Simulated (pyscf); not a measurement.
H₃C–CH₂–Be–CH₂–CH₃ (SMILES C[CH2][Be][CH2]C) + H• (SMILES [H]) → [Be–CH₂–CH₃]• (SMILES [Be][CH2]C) + H₃C–CH₃ (SMILES CC) (substitution at C; doublet surface; Be–C broken, C–H formed). Optimised with ωB97X-D3(BJ)/def2-SVP in PySCF. Energies in kcal/mol from the separated reactants.

```json
[
 {"level": "ωB97X-D3(BJ)/def2-TZVP", "barrier": "___", "reaction energy": "___"},
 {"level": "PBE/def2-TZVP", "barrier": "15.5", "reaction energy": "-20.2"},
 {"level": "B3LYP-D3(BJ)/def2-TZVP", "barrier": "19.8", "reaction energy": "-21.4"},
 {"level": "M06-2X/def2-TZVP", "barrier": "23.8", "reaction energy": "-18.3"},
 {"level": "ωB97M-D3(BJ)/def2-TZVP", "barrier": "25.9", "reaction energy": "-16.5"},
 {"level": "HF/def2-TZVP", "barrier": "___", "reaction energy": "-23.0"}
]
```

**Question.** Some entries are withheld; supply them.

**Answer.** 
- ωB97X-D3(BJ)/def2-TZVP, barrier: 27.4
- ωB97X-D3(BJ)/def2-TZVP, reaction energy: -18.7
- HF/def2-TZVP, barrier: 43.3

The functionals in the table span 11.9 kcal/mol in this barrier, from PBE to ωB97X-D3(BJ)/def2-TZVP. Abstraction by the radical was not located in this set and often lies lower. One saddle was located; it need not be the lowest between these sides. The angle at the attacked C is 144°.
